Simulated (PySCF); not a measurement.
C5H10S.
Numbering: `[CH3:1][C@@H:2]1[CH2:3][CH2:4][C@H:5]1[SH:6]` (hydrogens: H7, H8, H9 on C1; H10 on C2; H11, H12 on C3; H13, H14 on C4; H15 on C5; H16 on S6)

Geometry (GFN2-xTB, Å), atoms numbered from 1 in this order:
```xyz
16
C5H10S angstrom
C     -1.639   -1.069    0.139
C     -0.187   -0.706   -0.100
C      0.686   -0.394    1.131
C      1.217    0.861    0.421
C      0.096    0.714   -0.615
S      0.564    0.814   -2.378
H     -2.119   -0.326    0.773
H     -2.175   -1.118   -0.806
H     -1.710   -2.038    0.628
H      0.283   -1.451   -0.745
H      1.426   -1.144    1.397
H      0.087   -0.156    2.008
H      2.202    0.710   -0.015
H      1.217    1.786    0.994
H     -0.738    1.398   -0.458
H      0.783    2.127   -2.388
```

IAO charges (e) from the PBE0/pcSseg-1 density (PySCF), one withheld:

```
atom      bonded to   charge
  C1    C2 H7 H8 H9        ?
  C2   C1 C3 C5 H10  -0.0978
  C3  C2 C4 H11 H12  -0.2688
  C4  C3 C5 H13 H14  -0.2701
  C5   C4 S6 C2 H15  -0.1884
  S6         C5 H16  -0.0910
  H7             C1  +0.1333
  H8             C1  +0.1459
  H9             C1  +0.1430
 H10             C2  +0.1358
 H11             C3  +0.1378
 H12             C3  +0.1329
 H13             C4  +0.1453
 H14             C4  +0.1347
 H15             C5  +0.1409
 H16             S6  +0.0870
```

**Question.** What is the charge on C1?

**Answer.** The charges add up to the total charge, 0. The others sum to +0.4205, which leaves -0.4205 e for C1 (methyl carbon).

**Question.** Add each hydrogen's charge to the atom that carries it.

**Answer.** C1 +0.0017, C2 +0.0380, C3 +0.0019, C4 +0.0099, C5 -0.0475, S6 -0.0040.

**Question.** Across which bond do the charges differ most?

**Answer.** H8–C1: +0.1459 on H8 against -0.4205 on C1, a difference of 0.5664 e. The lower charge is on the more electronegative element of the two (Pauling values: C 2.55, H 2.20).

**Question.** Take the bonds between elements whose Pauling electronegativities differ by more than 0.25. In how many does the more electronegative atom carry the lower charge?

**Answer.** In 10 of 10.

**Question.** How much positive and how much negative charge does this set hold in all?

**Answer.** +1.3366 e on 10 atoms and -1.3366 e on 6.

The IAO scheme projects the occupied orbitals on a minimal set of polarised atomic orbitals and counts the electrons in each atom's part of it. Isolated species at its GFN2-xTB geometry (one conformer only).
